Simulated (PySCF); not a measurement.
A GIAO shielding run with PySCF 2.14.0 with density-fitted response routines (density fitting, non-relativistic, gas phase) on SMILES CC(N)=O, C2H5NO:

```
$ OMP_NUM_THREADS=1 python probes_run.py task.json out

{"job": {"kind": "nmr", "xc": "PBE0", "basis": "STO-3G", "pop": true}, "charge": 0, "multiplicity": 1}
C     -0.985421    -0.365602    -0.297716
C      0.157090     0.083123     0.588456
N      1.308845     0.404723    -0.060436
O      0.049638     0.147280     1.794524
H     -1.303089    -1.366494     0.027100
H     -0.743834    -0.392751    -1.369343
H     -1.836914     0.310713    -0.136030
H      2.091946     0.727971     0.492591
H      1.394482     0.381588    -1.064797
```

Hardware: 1 thread of an AMD EPYC 9B45, shared host. The job also computes population analyses, field gradients.

Problem. How large is the calculation?

Solution. 32 electrons, 25 basis functions and 394 auxiliary functions.

Problem. How long does it take, and how much memory does it need?

Solution. 0.83 s of wall time, with 13 SCF cycles and 5 response iterations; peak memory 0.43 GiB. Times on a shared host scatter by some tens of per cent.

Problem. And these other runs on the same molecule and hardware: GIAO shielding at B97-2/pcSseg-2; GIAO shielding at BHandHLYP/pcSseg-2; GIAO shielding at CAM-B3LYP/pcSseg-2; GIAO shielding at LC-wPBE/pcSseg-2; GIAO shielding at PBE0/6-311+G(2d,p); GIAO shielding at PBE0/6-31G?

Solution. B97-2/pcSseg-2: 214 functions, 7.5 s; BHandHLYP/pcSseg-2: 214 functions, 7.7 s; CAM-B3LYP/pcSseg-2: 214 functions, 11 s; LC-wPBE/pcSseg-2: 214 functions, 16 s; PBE0/6-311+G(2d,p): 138 functions, 4.2 s; PBE0/6-31G: 46 functions, 1.6 s.
